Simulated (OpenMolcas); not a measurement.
**One shape, several levels: HS− (hydrosulfide)**

We compute a comparison of 6 runs (B3LYP/pcseg-0, M06-2X/pcseg-0, PBE0/pcseg-0, SVWN5/pcseg-0, CISD/pcseg-0, CCSD(T)/pcseg-0) of HS− (hydrosulfide). 

Program for the calculation: OpenMolcas 26.06.

1 further run of the same task is left out (set aside as unsound or not needed).

## 1. The molecule

The species is HS− (2 atoms), meant as a singlet with charge -1. SMILES: `[SH-]`. The shape is that of a PBE0-D4/def2-TZVPD optimisation.

Bond lengths: S1–H2 1.346 Å.

## 2. A single-point energy at B3LYP/pcseg-0 (run 1)

Input file coord.xyz:

```xyz
2

S      0.574700    -0.187900     0.295500
H     -0.574700     0.187900    -0.295500
```

Input file test.input:

```
* HS Kohn-Sham DFT

&GATEWAY
 BASLIB=$CurrDir
 COORD=coord.xyz
 BASIS=pcseg-0
 GROUP=NoSym

&SEWARD
 GRIDINPUT
 Grid=UltraFine
 End of Grid

&SCF
 CHARGE=-1
 KSDFT=B3LYP
 THRESHOLDS=1e-10 1e-07 1e-07 1e-05
 PRORBITALS=1 1
```

The basis set pcseg-0 is read from a file made from the Basis Set Exchange's data (not shown).

Launch:

```
export MOLCAS_MEM=1860
pymolcas test.input > test.log
```

The log of the run:

```text
--- Start Module: gateway ---
[...]
--- Stop Module: gateway /rc=_RC_ALL_IS_WELL_ ---
--- Start Module: seward ---
[...]
      Basis functions           15
--- Stop Module: seward /rc=_RC_ALL_IS_WELL_ ---
--- Start Module: scf ---
[...]
       Convergence after  13 Iterations
[...]
::    Total KS-DFT energy                            -398.3317251373
[...]
      Total spin, S                                     0.0000000000
[...]
      Total electronic charge=   18.000000
      Total            charge=   -1.000000
[...]
      Dipole Moment (debye):
      Origin of the operator (angstrom)=    0.5396   -0.1764    0.2774
                   X= -5.9214E-01               Y=  1.9360E-01               Z= -3.0447E-01           Total=  6.9340E-01
      Center of Charge (angstrom)
[...]
--- Stop Module: scf /rc=_RC_ALL_IS_WELL_ ---
[...]
```

Wall time 3.3 s (1 thread of Arm Neoverse V1, shared host); peak memory 0.37 GiB.

## 3. A single-point energy at M06-2X/pcseg-0 (run 2)

coord.xyz is that of step 2.

Input file test.input:

```
&GATEWAY
BasLib
$CurrDir
Coord
coord.xyz
Basis
pcseg-0
Group
NoSym
&SEWARD
GridInput
Grid=UltraFine
End of Grid
&SCF
Charge
-1
KSDFT
M062X
Thresholds
1e-10 1e-07 1e-07 1e-05
PrOrbitals
1 1
```

The basis set pcseg-0 is read from a file made from the Basis Set Exchange's data (not shown).

Launch:

```
export MOLCAS_MEM=1860
pymolcas test.input > test.log
```

The log of the run:

```text
--- Start Module: gateway ---
[...]
--- Stop Module: gateway /rc=_RC_ALL_IS_WELL_ ---
--- Start Module: seward ---
[...]
      Basis functions           15
--- Stop Module: seward /rc=_RC_ALL_IS_WELL_ ---
--- Start Module: scf ---
[...]
       Convergence after  12 Iterations
[...]
::    Total KS-DFT energy                            -398.2932391596
[...]
      Total spin, S                                     0.0000000000
[...]
      Total electronic charge=   18.000000
      Total            charge=   -1.000000
[...]
      Dipole Moment (debye):
      Origin of the operator (angstrom)=    0.5396   -0.1764    0.2774
                   X= -6.6545E-01               Y=  2.1757E-01               Z= -3.4216E-01           Total=  7.7925E-01
      Center of Charge (angstrom)
[...]
--- Stop Module: scf /rc=_RC_ALL_IS_WELL_ ---
[...]
```

Run time: 3.3 s. Hardware: 1 thread of Arm Neoverse V1, shared host; peak memory 0.37 GiB.

Runs 3 to 5 aren't shown in full; the table further down has their settings and results.

## 4. The energy at CCSD(T)/pcseg-0 (run 6)

coord.xyz is that of step 3.

Input file test.inp:

```
&gateway
 baslib=$CurrDir
 coord=coord.xyz
 basis=pcseg-0
 group=NoSym

&seward

&scf
 charge=-1
 thresholds=1e-10 1e-07 1e-07 1e-05
 prorbitals=1 1

&rasscf
 fileorb=$Project.ScfOrb
 spin=1
 nactel=0 0 0
 inactive=9
 ras2=0
 outorbitals=Canonical
 orblisting=Nothing

&motra
 jobiph
 frozen=5

&ccsdt
 cct
 triples=2
 iterations=80
 accuracy=1e-08
 extrapolation=5 4
```

The basis set pcseg-0 is read from a file made from the Basis Set Exchange's data (not shown).

Launch:

```
export MOLCAS_MEM=1860
pymolcas test.inp > test.log
```

The log of the run:

```text
--- Start Module: gateway ---
[...]
--- Stop Module: gateway /rc=_RC_ALL_IS_WELL_ ---
[...]
      Basis functions           15
[...]
       Convergence after  12 Iterations
[...]
::    Total SCF energy                               -397.5915222241
[...]
      Total spin, S                                     0.0000000000
[...]
      Number of active orbitals                  0
[...]
      Spin quantum number                      0.0
[...]
      Active orbitals                            0
[...]
      Number of CSFs                             1
[...]
      Number of root(s) required                 1
[...]
      Convergence after  4 iterations
[...]
      Natural orbitals and occupation numbers for root  1
      ************************************************************************************************************************
      *                                                    Final results                                                     *
      ************************************************************************************************************************
[...]
::    RASSCF root number  1 Total energy:   -397.59152222
[...]
      Total electronic charge=   18.000000
      Total            charge=   -1.000000
[...]
      Dipole Moment (debye):
      Origin of the operator (angstrom)=    0.5396   -0.1764    0.2774
                   X= -6.4260E-01               Y=  2.1010E-01               Z= -3.3041E-01           Total=  7.5249E-01
      Center of Charge (angstrom)
[...]
--- Start Module: motra ---
[...]
      *** WARNING: Default frozen orbitals is overwritten by user input.
      *** Default values:   5
[...]
--- Stop Module: motra /rc=_RC_ALL_IS_WELL_ ---
--- Start Module: ccsdt ---
[...]
      Convergence after                    10  Iterations
      Total energy (diff) :    -397.65164863       0.00000001
[...]
 METHOD                       : CCSD+T(CCSD)+<T3(1)WT1> = CCSD(T)
[...]
       CCSD     =      -397.6516486299618
[...]
--- Stop Module: ccsdt /rc=_RC_ALL_IS_WELL_ ---
[...]
```

It took 2.1 s on 1 thread of Arm Neoverse V1, shared host; peak memory 0.37 GiB.

## 5. The series

```
run            level  integration grid  frozen core orbitals  energy (Eh)  HOMO energy (eV)  LUMO energy (eV)  HOMO–LUMO gap (eV)  wall time
  1    B3LYP/pcseg-0         UltraFine                     –  -398.331725              2.12              8.66                6.54      3.3 s
  2   M06-2X/pcseg-0         UltraFine                     –  -398.293239              0.54              9.78                9.24      3.3 s
  3     PBE0/pcseg-0         UltraFine                     –  -398.166816              1.72              8.85                7.14      2.9 s
  4    SVWN5/pcseg-0         UltraFine                     –  -396.936555              3.12              7.82                4.70      2.6 s
  5     CISD/pcseg-0                 –                     5  -397.650314             -1.38             12.33               13.71      1.8 s
  6  CCSD(T)/pcseg-0                 –                     5  -397.652066             -1.38             12.33               13.71      2.1 s
```

## 6. Outcome

| quantity | value |
| --- | --- |
| run 6: total energy | -397.65207 Eh |
| run 6: HOMO energy (Hartree–Fock orbitals) | -1.38 eV |
| run 6: LUMO energy (Hartree–Fock orbitals) | 12.33 eV |
| run 6: HOMO–LUMO gap (to an unbound level, set by the basis) | 13.71 eV |
| run 6: correlation energy (5 core orbitals frozen) | -60.5 mEh |
| run 6: (T) correction | -0.42 mEh |

What this shows: Over runs 1, 2, 3, 4 the HOMO–LUMO gap runs from 4.70 eV (SVWN5/pcseg-0) to 9.24 eV (M06-2X/pcseg-0). The empty levels of an anion lie above zero and hang on the basis. Totals of different functionals can't be ranked against each other. In runs 1, 2, 3, 4 the HOMO lies above zero, so the outermost electron may be held by the basis alone. All runs together took 16 s, the longest 3.3 s.
